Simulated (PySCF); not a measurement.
A side-by-side comparison of computed properties.

First species: tetrahydropyran, C₅H₁₀O.
Bonds: C1–C2, C2–C3, C3–O4, O4–C5, C5–C6, C1–C6. Hydrogens: H7, H8 on C1; H9, H10 on C2; H11, H12 on C3; H13, H14 on C5; H15, H16 on C6.

Second species: C5H10O.
SMILES with atom numbers: `[CH3:1][CH2:2][O:3][CH:4]1[CH2:5][CH2:6]1` (hydrogens: H7, H8, H9 on C1; H10, H11 on C2; H12 on C4; H13, H14 on C5; H15, H16 on C6)

Levels: CAM-B3LYP/def2-SVPD for dipole moment, HOMO energy, LUMO energy, HOMO–LUMO gap, static isotropic polarisability and electronic spatial extent ⟨r²⟩ about the centre of nuclear charge; TDDFT CAM-B3LYP/def2-SVPD for lowest singlet excitation; TDA CAM-B3LYP/def2-SVPD for lowest triplet excitation (Tamm–Dancoff); GFN2-xTB for rotational constant A and rotational constant C. Geometries: GFN2-xTB. All species are isolated and taken at one optimised geometry, non-relativistic unless stated; the electronic structure was computed with PySCF and density fitting.

The conformers computed, where there is a choice (atom-mapped SMILES and torsion angles):
- `[CH3:1][CH2:2][O:3][CH:4]1[CH2:5][CH2:6]1`: C1–C2–O3–C4 -70°, C2–O3–C4–C5 166°

Values for the first species:

* Dipole moment: 1.59 D
* HOMO energy: -8.64 eV
* LUMO energy: 1.42 eV
* HOMO–LUMO gap: 10.06 eV
* Lowest singlet excitation: 7.21 eV
* Lowest triplet excitation (Tamm–Dancoff): 7.04 eV
* Static isotropic polarisability: 61.8 au
* Electronic spatial extent ⟨r²⟩ about the centre of nuclear charge: 541 bohr²
* Rotational constant A: 4.744 GHz
* Rotational constant C: 2.631 GHz

Q: Estimate the same properties for the second species, and the change in each.

A: 
```tsv
property	first	second	second less first
dipole moment	1.59 D	1.33 D	-0.26 D
HOMO energy	-8.64 eV	-8.44 eV	+0.20 eV
LUMO energy	1.42 eV	1.51 eV	+0.09 eV
HOMO–LUMO gap	10.06 eV	9.95 eV	-0.11 eV
lowest singlet excitation	7.21 eV	7.04 eV	-0.17 eV
lowest triplet excitation (Tamm–Dancoff)	7.04 eV	6.90 eV	-0.14 eV
static isotropic polarisability	61.8 au	63.4 au	+1.6 au
electronic spatial extent ⟨r²⟩ about the centre of nuclear charge	541 bohr²	674 bohr²	+133 bohr²
rotational constant A	4.744 GHz	7.742 GHz	+2.998 GHz
rotational constant C	2.631 GHz	1.979 GHz	-0.652 GHz
```

On the first: No computed singlet falls in the visible range (750 to 380 nm, 1.65 to 3.26 eV); S1 lies 3.95 eV above its blue end.

On the second: The polarisability is 9.40 Å³ as a volume (1 au = 0.148185 Å³), or 1.32 au for each of the 48 electrons. A dipole of 1.33 D is allowed in C1, and pure rotational transitions are dipole-allowed.
